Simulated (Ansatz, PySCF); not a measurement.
Reaction (SMILES): C[NH] → C[NH-] (an electron is taken up)
Each molecule is optimised on its own at B3LYP-D3(BJ)/def2-TZVP (Ansatz, an electronic-structure program).
Geometry of the first species:
SMILES: [NH]C
```xyz
6

C      0.0571     0.6220     0.0514
N     -0.0053    -0.8134     0.0521
H     -0.9486     1.0689     0.0351
H     -0.5105    -1.0936    -0.7957
H      0.5859     0.9841     0.9335
H      0.5674     1.0026    -0.8464
```
Charge 0, spin multiplicity 2.

Quantity: adiabatic electron affinity (0 K, with B3LYP-D3(BJ) harmonic zero-point energies from PySCF), positive where the reaction releases energy, in eV. Valence correlation only, unless marked. UHF or UKS for open shells. Spin-orbit coupling is left out. No relativistic terms. Anions need diffuse functions: aug- sets have them; def2-D sets add few. Basis-set limits of correlation are two-point, X^-3; Hartree-Fock from the larger set. [CCSD(T)-MP2]/basis is that difference in the basis named.

```
level                                                                 program  adiabatic electron affinity (eV)
-------------------------------------------------------------  --------------  --------------------------------
PBE-D3(BJ)/def2-TZVPD                                          Ansatz + dftd3                              0.43
TPSSh-D4/def2-TZVPD                                             PySCF + dftd4                              0.22
TPSSh/def2-TZVPD                                                        PySCF                              0.19
r2SCAN0-D4/def2-TZVPD                                          Ansatz + dftd4                               [?]
HSE06-D3(BJ)/def2-TZVPD                                        Ansatz + dftd3                              0.22
CCSD/aug-cc-pVTZ                                                       Ansatz                              0.24
RI-MP2/CBS(aug-cc-pVTZ,aug-cc-pVQZ)+[CCSD(T)-MP2]/aug-cc-pVTZ          Ansatz                               [?]
```

### Question
Complete the blanks.

### Answer

- r2SCAN0-D4/def2-TZVPD, adiabatic electron affinity (eV): 0.06
- RI-MP2/CBS(aug-cc-pVTZ,aug-cc-pVQZ)+[CCSD(T)-MP2]/aug-cc-pVTZ, adiabatic electron affinity (eV): 0.49
